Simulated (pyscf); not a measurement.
Structures and frequencies: ωB97X-D3(BJ)/def2-SVP in PySCF.

**Question.** How much does it cost (ΔH, 298 K, ωB97M-D3(BJ)/def2-TZVP) to split O=Ta(OH)(OH)–F at its F–Ta bond into [O=Ta(OH)–OH]• + F•?

**Answer.** F–Ta to [O=Ta(OH)–OH]• + F•: 149.1 kcal/mol. The 7 functionals that were run give +144.6 (M06-2X) to +154.4 kcal/mol (PBE). The radicals are drawn with the spin at the cut bond; how far it spreads was not checked. Other isomers of [O=Ta(OH)–OH]• were not searched in full and may lie lower. Left out: the spin-orbit lowering of F. Open-shell species with a d-block atom are single-reference here; other states, and whether the spin sits on metal or ligand, were not checked. Elements past Kr carry the def2 core potentials, without spin-orbit coupling.
